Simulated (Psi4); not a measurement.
**O2 (SMILES O=O), run twice**

Wanted: a single-point energy of O2, UM06-L/cc-pVTZ (density fitting, ddPCM dimethylsulfoxide).

The results are computed with Psi4 1.11.

3 further runs of the same task are left out: 1 that didn't finish, 2 set aside as unsound or not needed.

### 1 The molecule

The species is O2 (2 atoms), meant as a triplet with charge 0. SMILES: `O=O`. The coordinates come from a GFN2-xTB relaxation.

Bond lengths: O1–O2 1.210 Å.

### 2 Try one

Contents of job.json:

```json
{
 "schema_name": "qcschema_input",
 "schema_version": 1,
 "molecule": {
  "schema_name": "qcschema_molecule",
  "schema_version": 2,
  "symbols": ["O", "O"],
  "geometry": [0.97685613, -0.3160378, 0.50313958, -0.97685613, 0.3160378, -0.50313958],
  "molecular_charge": 0,
  "molecular_multiplicity": 3,
  "fix_symmetry": "c1"
 },
 "driver": "energy",
 "model": {
  "method": "m06-l",
  "basis": "cc-pVTZ"
 },
 "keywords": {
  "reference": "uks",
  "scf_type": "df",
  "dft_radial_points": 5,
  "dft_spherical_points": 14,
  "maxiter": 60,
  "ddx": true,
  "ddx_model": "pcm",
  "ddx_solvent": "dimethylsulfoxide",
  "ddx_radii_set": "bondi"
 }
}
```

On the command line:

```sh
psi4 --qcschema job.json -n 1 --memory 1600MB
```

stdout:

```text
[...]
  Running in c1 symmetry.
[...]
  Nuclear repulsion =   27.987630427800006
[...]
  Multiplicity = 3
[...]
  Nalpha       = 9
  Nbeta        = 7
[...]
    Number of basis functions: 60
[...]
   @DF-UKS iter   1:  -147.34879148027869   -9.30922e-01   8.11433e-03 DIIS/ADIIS
[...]
   @DF-UKS iter  13:  -147.39630718968181   -4.54122e-10   6.48175e-08 DIIS
[...]
   WARNING: large deviation in the electron count on grid detected. Check grid size!   @Spin Contamination Metric:   8.644990901E-03
   @S^2 Expected:                2.000000000E+00
   @S^2 Observed:                2.008644991E+00
[...]
    Orbital Energies [Eh]
    ---------------------
    Alpha Occupied:
       1A    -18.434155     2A    -18.429956     3A     -1.317844
       4A     -0.793062     5A     -0.590775     6A     -0.520883
       7A     -0.520883     8A     -0.289620     9A     -0.289620
    Alpha Virtual:
      10A      0.275161    11A      0.555290    12A      0.644067
      13A      0.678009    14A      0.678009    15A      0.760575
      16A      0.760575    17A      0.958485    18A      1.204917
      19A      1.222600    20A      1.263046    21A      1.263046
      22A      1.481331    23A      1.540312    24A      1.556607
      25A      2.054796    26A      2.054796    27A      2.090284
[...]
  @DF-UKS Final Energy:  -147.39630718968181
   => Energetics <=
    Nuclear Repulsion Energy =             27.9876304278000063
    One-Electron Energy =                -260.0096535456402194
    Two-Electron Energy =                  98.9780512196633282
    DFT Exchange-Correlation Energy =     -14.3519389899361265
    Empirical Dispersion Energy =           0.0000000000000000
    VV10 Nonlocal Energy =                  0.0000000000000000
    DD Solvation Energy =                 -0.0003963015687960
    Total Energy =                       -147.3963071896818064
[...]
 Multipole Moments:
 ------------------------------------------------------------------------------------
     Multipole            Electronic (a.u.)      Nuclear  (a.u.)        Total (a.u.)
 ------------------------------------------------------------------------------------
 L = 1.  Multiply by 2.5417464519 to convert [e a0] to [Debye]
 Dipole X            :         -0.0000000            0.0000000           -0.0000000
 Dipole Y            :          0.0000000            0.0000000            0.0000000
 Dipole Z            :          0.0000000            0.0000000            0.0000000
 Magnitude           :                                                    0.0000000
[...]
```

The result, in JSON:

```text
{
 "driver": "energy",
 "model": {
  "method": "m06-l",
  "basis": "cc-pVTZ"
 },
 "success": true,
 "return_result": -147.3963071896818,
 "properties": {
  "calcinfo_nbasis": 60,
  "calcinfo_nmo": 60,
  "calcinfo_nalpha": 9,
  "calcinfo_nbeta": 7,
  "calcinfo_natom": 2,
  "nuclear_repulsion_energy": 27.987630427800006,
  "return_energy": -147.3963071896818,
  "scf_one_electron_energy": -260.0096535456402,
  "scf_two_electron_energy": 98.97805121966333,
  "scf_xc_energy": -14.351938989936126,
  "scf_dipole_moment": [-3.144761673290475e-10, 3.640104163327927e-15, 3.597333425152693e-15],
  "scf_total_energy": -147.3963071896818,
  "scf_iterations": 13
 }
}
```

Run time: 1.7 s. Hardware: 1 thread of AMD EPYC 9R45 (Zen 5), shared host; peak memory 0.21 GiB.

### 3 Diagnosis

The run finished; that doesn't make the result usable.

The fault: the grid is far too coarse. Among its listed settings the sound run differs in this, and the input shows the rest: integration grid 75 radial × 302 angular in place of 5 radial × 14 angular.

### 4 The mended input

Contents of input.json:

```json
{
 "schema_name": "qcschema_input",
 "schema_version": 1,
 "molecule": {
  "schema_name": "qcschema_molecule",
  "schema_version": 2,
  "symbols": ["O", "O"],
  "geometry": [0.97685613, -0.3160378, 0.50313958, -0.97685613, 0.3160378, -0.50313958],
  "molecular_charge": 0,
  "molecular_multiplicity": 3,
  "fix_symmetry": "c1"
 },
 "driver": "energy",
 "model": {
  "method": "m06-l",
  "basis": "cc-pVTZ"
 },
 "keywords": {
  "reference": "uks",
  "scf_type": "df",
  "ddx": true,
  "ddx_model": "pcm",
  "ddx_solvent": "dimethylsulfoxide",
  "ddx_radii_set": "bondi"
 }
}
```

On the command line:

```sh
psi4 --qcschema input.json -n 1 --memory 1600MB
```

stdout:

```text
[...]
  Running in c1 symmetry.
[...]
  Nuclear repulsion =   27.987630427800006
[...]
  Multiplicity = 3
[...]
  Nalpha       = 9
  Nbeta        = 7
[...]
    Number of basis functions: 60
[...]
   @DF-UKS iter   1:  -150.33809571269916   -3.27953e-01   3.88734e-03 ADIIS/DIIS
[...]
   @DF-UKS iter   7:  -150.35664705602224   -1.07099e-09   4.85807e-08 DIIS
[...]
   @S^2 Observed:                2.009450533E+00
[...]
    Orbital Energies [Eh]
    ---------------------
    Alpha Occupied:
       1A    -19.121055     2A    -19.120970     3A     -1.268821
       4A     -0.809390     5A     -0.512042     6A     -0.510950
       7A     -0.510950     8A     -0.259027     9A     -0.259027
    Alpha Virtual:
      10A      0.157764    11A      0.515319    12A      0.520700
      13A      0.520700    14A      0.572188    15A      0.621424
      16A      0.621424    17A      0.656339    18A      1.183141
      19A      1.199076    20A      1.199273    21A      1.278589
      22A      1.278589    23A      1.596903    24A      1.596939
      25A      2.096202    26A      2.150380    27A      2.171412
[...]
  @DF-UKS Final Energy:  -150.35664705602224
   => Energetics <=
    Nuclear Repulsion Energy =             27.9876304278000063
    One-Electron Energy =                -261.8560608506221570
    Two-Electron Energy =                 100.5411138981712611
    DFT Exchange-Correlation Energy =     -17.0291960225708365
    Empirical Dispersion Energy =           0.0000000000000000
    VV10 Nonlocal Energy =                  0.0000000000000000
    DD Solvation Energy =                 -0.0001345088005396
    Total Energy =                       -150.3566470560222399
[...]
 Multipole Moments:
 ------------------------------------------------------------------------------------
     Multipole            Electronic (a.u.)      Nuclear  (a.u.)        Total (a.u.)
 ------------------------------------------------------------------------------------
 L = 1.  Multiply by 2.5417464519 to convert [e a0] to [Debye]
 Dipole X            :         -0.0000000            0.0000000           -0.0000000
 Dipole Y            :         -0.0000000            0.0000000           -0.0000000
 Dipole Z            :          0.0000000            0.0000000            0.0000000
 Magnitude           :                                                    0.0000000
[...]
```

The result, in JSON:

```text
{
 "driver": "energy",
 "model": {
  "method": "m06-l",
  "basis": "cc-pVTZ"
 },
 "success": true,
 "return_result": -150.35664705602224,
 "properties": {
  "calcinfo_nbasis": 60,
  "calcinfo_nmo": 60,
  "calcinfo_nalpha": 9,
  "calcinfo_nbeta": 7,
  "calcinfo_natom": 2,
  "nuclear_repulsion_energy": 27.987630427800006,
  "return_energy": -150.35664705602224,
  "scf_one_electron_energy": -261.85606085062216,
  "scf_two_electron_energy": 100.54111389817126,
  "scf_xc_energy": -17.029196022570837,
  "scf_dipole_moment": [-1.0379080928046847e-10, -1.7052705102131259e-15, 4.939834602201508e-15],
  "scf_total_energy": -150.35664705602224,
  "scf_iterations": 7
 }
}
```

Run time: 2.8 s. Hardware: 1 thread of AMD EPYC 9R45 (Zen 5), shared host; peak memory 0.4 GiB.

### 5 Summary of results

Level: UM06-L/cc-pVTZ (density fitting, ddPCM dimethylsulfoxide).

| quantity | value |
| --- | --- |
| total energy | -150.35665 Eh |
| dipole moment | 0.00 D |
| HOMO energy (highest over α and β) | -7.05 eV |
| LUMO energy (lowest over α and β) | -3.94 eV |
| solvent term in the energy | -0.4 kJ/mol |
| ⟨S²⟩ | 2.009 |

In words: The first attempt's energy was +80.555 eV off this one.
